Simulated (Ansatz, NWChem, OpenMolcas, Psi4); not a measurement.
# Computed against measured: dipole moment

10 molecules with nitrogen; the dipole moment in D, computed less measured. Shapes, held fixed at every level: PBE0-D4/def2-TZVP. No vibrational averaging. Dipoles are compared by magnitude; molecules under 1 D, whose direction can flip, are left out. Programs: Ansatz 0.2.0, NWChem 7.3.0, OpenMolcas 26.06, Psi4 1.11. A level may come from different programs for different species; with the same settings they agree closely. Measured values: NIST CCCBDB.

Levels: A = PBE-D4/def2-TZVPP; B = r2SCAN-D4/def2-TZVPP; C = B3LYP/6-31G* (Cartesian functions).

```
               molecule  measured      A      B      C
      NS (SMILES [N]=S)      1.81  +0.02  -0.01  -0.08
NOF (nitrosyl fluoride)      1.81  -0.55  -0.48  -0.70
          NH3 (ammonia)      1.47  +0.10  +0.12  +0.38
      CH2N2 (cyanamide)      4.32  +0.28  +0.39  +0.21
     CH3N (methanimine)      2.00  -0.11  -0.04  -0.05
C2H3N (isocyanomethane)      3.85  +0.12  +0.12  -0.21
   C2H3N (acetonitrile)      3.92  +0.02  +0.13  -0.13
     CH5N (methylamine)      1.31  -0.06  -0.03  +0.10
   C3H5N (SMILES CCC#N)      4.02  +0.01  +0.13  -0.14
  C2H7N (dimethylamine)      1.03  -0.16  -0.13  -0.04
```

(1) Sum up the errors.

## Answers

(1) 
| level | kind | mean error | mean absolute error | worst case |
| --- | --- | --- | --- | --- |
| PBE-D4/def2-TZVPP | GGA | -0.033 | 0.143 | NOF |
| r2SCAN-D4/def2-TZVPP | meta-GGA | +0.020 | 0.158 | NOF |
| B3LYP/6-31G* (Cartesian functions) | global hybrid | -0.066 | 0.204 | NOF |

On this set PBE-D4/def2-TZVPP has the smallest mean absolute error and B3LYP/6-31G* (Cartesian functions) the largest. B3LYP/6-31G* (Cartesian functions) is too low in 7 of 10. All levels miss NOF on one side, which points to its shape or to the tabulated value. The tabulated value of NOF is in doubt (older tables, estimates, or at odds with other calculations) and kept here. Over the 9 molecules whose values aren't doubted the mean absolute errors are A 0.098; B 0.122; C 0.149. The smallest two are near a tie. Open shells run unrestricted. The set is small.
